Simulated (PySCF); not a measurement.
**B₂H₄, singlet: structure and spectrum**

These are results of PySCF, PBE0, basis B def2-TZVP, H def2-TZVP (no relativity, density fitting), not measurements.

The structure is a minimum.

* Point group: C2v
* Bond lengths: B–H 1.176 Å (×2), B–H 1.347 Å (×4)
* Bond angles: B–H–B 65.6° (×2), H–B–H 83.7° (×2), H–B–H 119.0° (×4)
* Heat capacity Cp at 298.15 K: 50.2 J/(mol K)
* Dipole moment: 0.89 D
* Principal quadrupole moments (Buckingham, traceless) about the centre of mass: -2.47, 1.18, 1.29 D Å
* Highest occupied level: -7.47 eV
* Zero-point energy: 106.6 kJ/mol
* Rotational symmetry number: 2
* Principal polarisabilities: 26.8, 29.0, 40.9 bohr³
* Rotational constants: 6.714, 0.8475, 0.817 cm⁻¹
* Atomisation energy without zero-point energy: 1910 kJ/mol
* Lowest empty level: 0.24 eV
* Entropy at 298.15 K and 1 bar: 227.2 J/(mol K)
* Enthalpy at 298.15 K above 0 K: 11.31 kJ/mol

Harmonic modes (masses in u: B 11.009, H 1.008):
| symmetry | ω (cm⁻¹) | IR (km/mol) |
| --- | --- | --- |
| b1 | 566 | 28.0 |
| a2 | 687 | 0.0 |
| a1 | 730 | 4.8 |
| b2 | 792 | 1.4 |
| a1 | 1115 | 0.8 |
| a2 | 1303 | 0.0 |
| a1 | 1367 | 2.7 |
| b1 | 1372 | 186 |
| a1 | 2128 | 14.6 |
| b2 | 2136 | 36.5 |
| b1 | 2791 | 31.5 |
| a1 | 2830 | 0.0 |

In C2v the vibrations span 3b1 + 2a2 + 5a1 + 2b2. The a2 modes carry no infrared intensity, as symmetry demands.

Charges (e):
```tsv
atom	Mulliken	Löwdin	polar tensor	Mayer order to B1
B1	-0.22	-0.35	0.17	–
B2	-0.22	-0.35	0.17	1.66
H3,4	0.16	0.27	-0.14	0.48
H5	0.07	0.08	-0.03	0.97
H6	0.07	0.08	-0.03	0.02
```
Other Mayer orders above 0.3: B–H 0.48 (×2), B–H 0.97.

Mulliken populations on B1: s 2.99, p 2.15, d 0.07, f 0.01.

Outer orbital energies (eV). occupied: -18.36, -12.44, -11.28, -11.14, -7.47; empty: 0.24, 0.47, 0.99, 1.93.

This need not be the most stable arrangement of these atoms.

The final relaxation and frequency run took 25 s on 2 threads of a shared Arm Neoverse V2 host, with 86 basis functions and 15 gradients; the process peaked at 1.3 GiB. Launch command: `OMP_NUM_THREADS=2 python axn.py task.json out`.
